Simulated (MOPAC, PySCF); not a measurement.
C2H5NO, SMILES `CC(N)=O` (O–C–N–H torsion 180°), neutral singlet in the gas phase. 

Cartesian coordinates (Å):
SMILES: CC(N)=O
```xyz
9

C     -1.0716    -0.2477    -0.1389
C      0.1556     0.5544     0.2488
N      1.3466    -0.0662     0.0065
O      0.0941     1.6651     0.7372
H     -1.9583     0.3356     0.0912
H     -1.1061    -1.1903     0.4114
H     -1.0592    -0.4816    -1.2054
H      1.4018    -0.9845    -0.3948
H      2.1972     0.4151     0.2439
```
Charge 0, multiplicity 1.

All levels are single points at this geometry (B3LYP-D3(BJ)/def2-TZVP); Pople sets use spherical d functions. Orbital energies aren't observables, and empty levels follow the basis.

```
level                            HOMO (eV)  LUMO (eV)  gap (eV)  dipole (D)  vertical IE, Delta-SCF (eV)
-------------------------------  ---------  ---------  --------  ----------  ---------------------------
B3LYP-D3(BJ)/def2-TZVP in PySCF      -7.07       0.42      7.49        3.92                         9.78
B3LYP/3-21G in PySCF                 -6.28       1.33      7.62        3.66                            –
B3LYP/6-311+G** in PySCF             -7.17      -0.28      6.89        4.02                            –
HF/3-21G in PySCF                   -10.73       5.72     16.45        4.08                            –
HF/STO-3G in PySCF                   -8.17       9.25     17.42        2.78                            –
AM1 in MOPAC                        -10.59       1.69     12.28        3.60                            –
```
